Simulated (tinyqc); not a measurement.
Worked calculation: UKS/BP86 in the sto-6g basis, for NH, spin multiplicity 3. One step of it, computed by the program tinyqc.

Question. Iteration 1: building the Kohn-Sham matrix. J_ij = sum D_kl (ij|kl) with D = D(alpha) + D(beta); F = H + J + V_xc; E = tr D H + tr D J / 2 + E_xc + E_nn.

D(alpha) at the start:
```
            1N 1s      1N 2s    1N 2px    1N 2py     1N 2pz      2H 1s
1N 1s    1.056133  -0.245282  0.000000  0.000000  -0.003436   0.014562
1N 2s   -0.245282   1.071464  0.000000  0.000000   0.017942  -0.060119
1N 2px   0.000000   0.000000  1.000000  0.000000   0.000000   0.000000
1N 2py   0.000000   0.000000  0.000000  1.000000   0.000000   0.000000
1N 2pz  -0.003436   0.017942  0.000000  0.000000   1.020035  -0.074414
2H 1s    0.014562  -0.060119  0.000000  0.000000  -0.074414   0.008658
```

D(beta) at the start:
```
            1N 1s      1N 2s    1N 2px    1N 2py     1N 2pz      2H 1s
1N 1s    1.056133  -0.245282  0.000000  0.000000  -0.003436   0.014562
1N 2s   -0.245282   1.071464  0.000000  0.000000   0.017942  -0.060119
1N 2px   0.000000   0.000000  0.000000  0.000000   0.000000   0.000000
1N 2py   0.000000   0.000000  0.000000  0.000000   0.000000   0.000000
1N 2pz  -0.003436   0.017942  0.000000  0.000000   1.020035  -0.074414
2H 1s    0.014562  -0.060119  0.000000  0.000000  -0.074414   0.008658
```

core Hamiltonian H = T + V (hartree):
```
             1N 1s      1N 2s     1N 2px     1N 2py     1N 2pz      2H 1s
1N 1s   -24.734860  -5.394119   0.000000   0.000000  -0.005437  -0.244230
1N 2s    -5.394119  -6.490061   0.000000   0.000000  -0.065482  -0.752544
1N 2px    0.000000   0.000000  -5.211041   0.000000   0.000000   0.000000
1N 2py    0.000000   0.000000   0.000000  -5.211041   0.000000   0.000000
1N 2pz   -0.005437  -0.065482   0.000000   0.000000  -5.242012  -0.708529
2H 1s    -0.244230  -0.752544   0.000000   0.000000  -0.708529  -2.552990
```

Two-electron integrals (ij|kl) in chemists' order, unique and non-zero (hartree):
```
(11|11) 4.168742   (21|11) 0.583648   (21|21) 0.104114   (22|11) 0.968487
(22|21) 0.214450   (22|22) 0.708398   (31|31) 0.022075   (32|31) 0.033611
(32|32) 0.156576   (33|11) 0.968488   (33|21) 0.214450   (33|22) 0.708398
(33|33) 0.763241   (41|41) 0.022075   (42|41) 0.033611   (42|42) 0.156576
(43|43) 0.041133   (44|11) 0.968488   (44|21) 0.214450   (44|22) 0.708398
(44|33) 0.680975   (44|44) 0.763241   (51|51) 0.022075   (52|51) 0.033611
(52|52) 0.156576   (53|53) 0.041133   (54|54) 0.041133   (55|11) 0.968488
(55|21) 0.214450   (55|22) 0.708398   (55|33) 0.680975   (55|44) 0.680975
(55|55) 0.763241   (61|11) 0.027694   (61|21) 0.004749   (61|22) 0.009617
(61|33) 0.009593   (61|44) 0.009593   (61|51) 0.000268   (61|52) 0.000534
(61|55) 0.009667   (61|61) 0.000222   (62|11) 0.093027   (62|21) 0.021008
(62|22) 0.080181   (62|33) 0.078466   (62|44) 0.078466   (62|51) 0.001855
(62|52) 0.015357   (62|55) 0.083612   (62|61) 0.000978   (62|62) 0.013713
(63|31) 0.001901   (63|32) 0.011680   (63|53) 0.002851   (63|63) 0.001464
(64|41) 0.001901   (64|42) 0.011680   (64|54) 0.002851   (64|64) 0.001464
(65|11) 0.086445   (65|21) 0.019733   (65|22) 0.079608   (65|33) 0.076276
(65|44) 0.076276   (65|51) 0.003300   (65|52) 0.024970   (65|55) 0.086272
(65|61) 0.000946   (65|62) 0.016232   (65|65) 0.020325   (66|11) 0.297400
(66|21) 0.068212   (66|22) 0.295921   (66|33) 0.286699   (66|44) 0.286699
(66|51) 0.005367   (66|52) 0.062946   (66|55) 0.314365   (66|61) 0.003170
(66|62) 0.074251   (66|65) 0.097011   (66|66) 0.774999
```

nuclear repulsion = 2.08454726 hartree

V_xc(alpha) (hartree):
```
            1N 1s      1N 2s     1N 2px     1N 2py     1N 2pz      2H 1s
1N 1s   -2.730160  -0.332350   0.000000   0.000000  -0.000208  -0.016386
1N 2s   -0.332350  -0.722044   0.000000   0.000000  -0.000240  -0.064359
1N 2px   0.000000   0.000000  -0.720963   0.000000   0.000000   0.000000
1N 2py   0.000000   0.000000   0.000000  -0.720963   0.000000   0.000000
1N 2pz  -0.000208  -0.000240   0.000000   0.000000  -0.724098  -0.056895
2H 1s   -0.016386  -0.064359   0.000000   0.000000  -0.056895  -0.136702
```

V_xc(beta) (hartree):
```
            1N 1s      1N 2s     1N 2px     1N 2py     1N 2pz      2H 1s
1N 1s   -2.704434  -0.310469   0.000000   0.000000  -0.000252  -0.015542
1N 2s   -0.310469  -0.607453   0.000000   0.000000  -0.000493  -0.057636
1N 2px   0.000000   0.000000  -0.570570   0.000000   0.000000   0.000000
1N 2py   0.000000   0.000000   0.000000  -0.570570   0.000000   0.000000
1N 2pz  -0.000252  -0.000493   0.000000   0.000000  -0.681197  -0.054594
2H 1s   -0.015542  -0.057636   0.000000   0.000000  -0.054594  -0.140002
```

E_xc = sum of w rho eps_xc = -7.55998767 hartree

Give: Coulomb J; F(alpha); F(beta); total energy of this density.

Answer.

Coulomb J (hartree):
```
          1N 1s   1N 2s  1N 2px  1N 2py  1N 2pz   2H 1s
1N 1s   14.1797  2.4471  0.0000  0.0000  0.0008  0.1129
1N 2s    2.4471  6.1780  0.0000  0.0000  0.0008  0.6695
1N 2px   0.0000  0.0000  6.1508  0.0000  0.0000  0.0000
1N 2py   0.0000  0.0000  0.0000  6.1508  0.0000  0.0000
1N 2pz   0.0008  0.0008  0.0000  0.0000  6.2326  0.6559
2H 1s    0.1129  0.6695  0.0000  0.0000  0.6559  2.3814
```

F(alpha) (hartree):
```
           1N 1s    1N 2s  1N 2px  1N 2py   1N 2pz    2H 1s
1N 1s   -13.2853  -3.2793  0.0000  0.0000  -0.0049  -0.1477
1N 2s    -3.2793  -1.0341  0.0000  0.0000  -0.0650  -0.1474
1N 2px    0.0000   0.0000  0.2187  0.0000   0.0000   0.0000
1N 2py    0.0000   0.0000  0.0000  0.2187   0.0000   0.0000
1N 2pz   -0.0049  -0.0650  0.0000  0.0000   0.2665  -0.1095
2H 1s    -0.1477  -0.1474  0.0000  0.0000  -0.1095  -0.3082
```

F(beta) (hartree):
```
           1N 1s    1N 2s  1N 2px  1N 2py   1N 2pz    2H 1s
1N 1s   -13.2596  -3.2574  0.0000  0.0000  -0.0049  -0.1468
1N 2s    -3.2574  -0.9195  0.0000  0.0000  -0.0652  -0.1407
1N 2px    0.0000   0.0000  0.3691  0.0000   0.0000   0.0000
1N 2py    0.0000   0.0000  0.0000  0.3691   0.0000   0.0000
1N 2pz   -0.0049  -0.0652  0.0000  0.0000   0.3094  -0.1072
2H 1s    -0.1468  -0.1407  0.0000  0.0000  -0.1072  -0.3115
```

total energy of this density = -54.376103 hartree
